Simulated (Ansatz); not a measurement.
# AlH4OP: the cost of one run

Program: Ansatz 0.2.0, Gaussian basis. Level of theory: the settings change from run to run. These are calculated values, not measurements.

### Step 1. The geometry

The geometry comes from an earlier relaxation with PBE0-D4 in a triple-zeta def2 set; it is a stationary point, not always the lowest conformer.

SMILES `[AlH2][O]P`, 7 atoms, charge 0, spin multiplicity 1.

Atoms are counted from 1 here; the program's logs count them from 0.

Bond lengths: Al1–O2 1.689 Å, Al1–H4 1.580 Å, Al1–H5 1.576 Å, O2–P3 1.623 Å, P3–H6 1.428 Å, P3–H7 1.432 Å. Angles: O2–Al1–H4 118.3°, O2–Al1–H5 116.4°, H4–Al1–H5 125.3°, Al1–O2–P3 150.2°, O2–P3–H6 99.3°, O2–P3–H7 101.1°, H6–P3–H7 91.2°.

### Step 2. BCCD(T)/def2-TZVP

Options: charge -1, multiplicity 2, high accuracy.

in.yaml reads:

```yaml
crystal:
  periodic: [false, false, false]
  atoms:
    - {symbol: Al, position_ang: [-1.238594, 0.359467, -0.743177]}
    - {symbol: O, position_ang: [0.215168, 0.491660, 0.106670]}
    - {symbol: P, position_ang: [1.701140, -0.063396, 0.451759]}
    - {symbol: H, position_ang: [-1.509737, -0.964118, -1.562630]}
    - {symbol: H, position_ang: [-2.220538, 1.588114, -0.647734]}
    - {symbol: H, position_ang: [1.644100, -0.003577, 1.877047]}
    - {symbol: H, position_ang: [1.469560, -1.476152, 0.472264]}
basis:
  gaussian: {orbitals: def2-TZVP}
total_charge: -1
magnetization: {spin_polarized: true, initial_magnetization: 1}
hamiltonian: {xc: {name: HF}}
correlation: {method: bccd_t}
accuracy: high
```

Started as:

```console
> ansatz run in.yaml --threads 2 --pin off --events-out ev --progress --plain --max-ram 4352MiB
```

Q: Estimate wall time and peak memory on 2 threads of Intel Xeon Platinum 8259CL at 2.50GHz, shared host.

About 2.4 min, with a peak of 3.9 GiB.
